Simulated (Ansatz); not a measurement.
The input, for Ansatz 0.2.0:

```yaml
crystal:
  periodic: [false, false, false]
  atoms:
    - {symbol: Sb, position_ang: [0.000000, -0.013638, 0.000000]}
    - {symbol: H, position_ang: [0.000000, 0.823741, -1.468803]}
    - {symbol: H, position_ang: [0.000000, 0.823741, 1.468803]}
basis:
  gaussian: {orbitals: def2-SVP, fitting: {mean_field: def2-universal-jkfit}}
total_charge: 1
magnetization: {spin_polarized: true, initial_magnetization: 0}
correlation: {method: ccsdt_q, electrons: outside_noble_gas}
accuracy: high
output: {forces: true}
```

```sh
$ ansatz run in.yaml --threads 1 --pin off --events-out ev --progress --plain --max-ram 2393MiB
```

Question: Roughly how long does this take on 1 thread of Intel Xeon 6975P-C, shared host, and how much host memory?

Answer: 13 s wall and 0.43 GiB.

```
254 factors; integrals over basis functions are off by at most 3.8e-1 eV
mean field evaluation 1: about -6532.4808 eV, gradient 4.8e0 eV
mean field evaluation 2: about -6532.6714 eV, gradient 1.1e0 eV
mean field evaluation 4: about -6532.6861 eV, gradient 3.8e-4 eV
mean field evaluation 8: about -6532.7341 eV, gradient 1.6e0 eV
mean field evaluation 16: about -6532.6856 eV, gradient 1.7e-1 eV
mean field evaluation 32: about -6532.0470 eV, gradient 2.5e-3 eV
mean field evaluation 64: about -6532.8581 eV, gradient 1.4e-4 eV
mean field evaluation 96: about -6532.8581 eV, gradient 3.1e-4 eV
mean field evaluation 128: about -6532.6860 eV, gradient 2.0e-2 eV
mean field -6532.85809966 eV, -240.0781070322 hartree, gradient 1.6e-8 eV, S^2 0.533962; 9 other end points of the search recorded, 0 dependent functions left out
determinant -6532.85809966 eV, -240.0781070322 hartree, with singles and doubles -6535.44542918 eV, -240.1731896382 hartree
determinant -6532.04695091 eV, -240.0482978654 hartree, with singles and doubles -6534.57466332 eV, -240.1411895832 hartree
determinant -6532.68605042 eV, -240.0717843394 hartree, with singles and doubles -6535.51893475 eV, -240.1758909182 hartree
9 core orbitals not correlated: weight in the atoms' cores, before any rotation towards them, 0.999 or more for the frozen orbitals, at most 0.000 for the correlated occupied ones
reference -6532.85809966 eV, -240.0781070322 hartree; 3, 3 occupied and 24, 24 virtual orbitals, 254 factors
second order -1.88775408 eV of doubles, -0.00000000 eV of singles
cycle   1  -2.30689533 eV  change   -4.2e-1 eV  update   6.2e-2
...
cycle  24  -2.72304109 eV  change   -1.3e-7 eV  update   1.5e-7
cycle  25  -2.72304115 eV  change   -6.0e-8 eV  update   5.3e-8
cycle  26  -2.72304106 eV  change    9.5e-8 eV  update   4.6e-8
cycle  27  -2.72304110 eV  change   -4.0e-8 eV  update   2.6e-8
cycle  28  -2.72304109 eV  change    5.9e-9 eV  update   1.9e-8
cycle  29  -2.72304107 eV  change    2.4e-8 eV  update   9.9e-9
cycle  30  -2.72304107 eV  change    1.0e-9 eV  update   3.6e-9
cycle  31  -2.72304107 eV  change  -3.8e-10 eV  update   1.3e-9
cycle  32  -2.72304107 eV  change   -1.1e-9 eV  update  6.2e-10
cycle  33  -2.72304107 eV  change  -4.2e-10 eV  update  2.5e-10
perturbative correction -0.00264804 eV, -0.0000973137 hartree
the calculation of the forces begins
Total energy: -6535.58378877 eV, -240.1782742594 hartree
Atom 0 at     0.000000    -0.013638     0.000000 Å, force     0.000000    -2.430586     0.000000 eV/Å
Atom 1 at     0.000000     0.823741    -1.468803 Å, force    -0.000000     1.215293     0.173141 eV/Å
Atom 2 at     0.000000     0.823741     1.468803 Å, force    -0.000000     1.215293    -0.173141 eV/Å
Dipole moment:    -0.000000     0.207221     0.000000 e Å
```

Forces (eV/Å):
```
Sb   0.000 -2.431  0.000
H    0.000  1.215  0.173
H    0.000  1.215 -0.173
```
